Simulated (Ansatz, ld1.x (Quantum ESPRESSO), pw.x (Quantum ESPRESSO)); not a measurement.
pw.x on fcc Mg: one setting changed

Potential: norm-conserving Troullier–Martins (Kleinman–Bylander form), ld1.x (Quantum ESPRESSO) 7.5, PBEsol; core [Ne], reference 3s2 3p0; waves: 3s (bound): rc 2.80 bohr; 3p (bound, empty): rc 2.35 bohr; 3d channel at -0.05 Ry: rc 2.85 bohr; local part: the d channel; core correction: Bessel-smoothed model core inside 1.45 bohr.

The reference run (k-mesh 13³, cutoffs 50/200 Ry, Fermi–Dirac 0.01 Ry, mixing_beta 0.4, conv_thr 1e-9, no spin) gives -0.44 GPa at 22.729 Å³/atom, where all-electron LAPW gives -0.03 GPa. This run, with its own iteration cap, changes startingwfc to atomic.

```
&control
  calculation='scf', prefix='x', pseudo_dir='./', outdir='./tmp', tstress=.true., disk_io='none'
/
&system
  ibrav=0, nat=1, ntyp=1, ecutwfc=50, ecutrho=200, nbnd=8,
  occupations='smearing', smearing='fd', degauss=0.01
/
&electrons
  conv_thr=1e-09, mixing_beta=0.4, electron_maxstep=50, startingwfc='atomic'
/
ATOMIC_SPECIES
Mg 1.0 Mg.UPF
CELL_PARAMETERS angstrom
  0.00000000 2.24827852 2.24827852
  2.24827852 0.00000000 2.24827852
  2.24827852 2.24827852 0.00000000
ATOMIC_POSITIONS crystal
Mg 0.0000 0.0000 0.0000
K_POINTS automatic
13 13 13 0 0 0
```

```bash
pw.x < Mg.scf.in > Mg.scf.out
```

**Question.** How does the run end?

**Answer.** It converges in 6 iterations; the free energy moves by +0.0 meV/atom and the pressure by +0.00 GPa. The result is that of the reference run.

```
Message from routine setup:
     using ibrav=0 with symmetry is DISCOURAGED, use correct ibrav instead
     lattice parameter (alat)  =       6.0085  a.u.
     unit-cell volume          =     153.3829 (a.u.)^3
     number of electrons       =         2.00
     number of Kohn-Sham states=            8
     kinetic-energy cutoff     =      50.0000  Ry
     charge density cutoff     =     200.0000  Ry
     scf convergence threshold =      1.0E-09
     Exchange-correlation= PBESOL
     number of k points=    84  Fermi-Dirac smearing, width (Ry)=  0.0100
     iteration #  1     ecut=    50.00 Ry     beta= 0.40
     total energy              =      -6.56166060 Ry
     estimated scf accuracy    <       0.00395311 Ry
     iteration #  2     ecut=    50.00 Ry     beta= 0.40
     total energy              =      -6.56111145 Ry
     estimated scf accuracy    <       0.00131143 Ry
     iteration #  3     ecut=    50.00 Ry     beta= 0.40
     total energy              =      -6.56115089 Ry
     estimated scf accuracy    <       0.00000116 Ry
     iteration #  4     ecut=    50.00 Ry     beta= 0.40
     total energy              =      -6.56115165 Ry
     estimated scf accuracy    <       0.00000015 Ry
     iteration #  5     ecut=    50.00 Ry     beta= 0.40
     total energy              =      -6.56115165 Ry
     estimated scf accuracy    <       0.00000001 Ry
     iteration #  6     ecut=    50.00 Ry     beta= 0.40
     the Fermi energy is     3.5886 ev
!    total energy              =      -6.56115165 Ry
     estimated scf accuracy    <          4.8E-10 Ry
     smearing contrib. (-TS)   =      -0.00200127 Ry
     The total energy is F=E-TS. E is the sum of the following terms:
     one-electron contribution =       1.31848994 Ry
     hartree contribution      =       0.00374610 Ry
     xc contribution           =      -5.72310886 Ry
     ewald contribution        =      -2.15827756 Ry
     convergence has been achieved in   6 iterations
          total   stress  (Ry/bohr**3)                   (kbar)     P=       -4.42
     Message from routine punch:
     Nothing written, as per user request (disk_io='none')
```

The run took about 5.8 s on one core of a shared host (Neoverse-V2, 96 threads, 371 GiB, load 51).
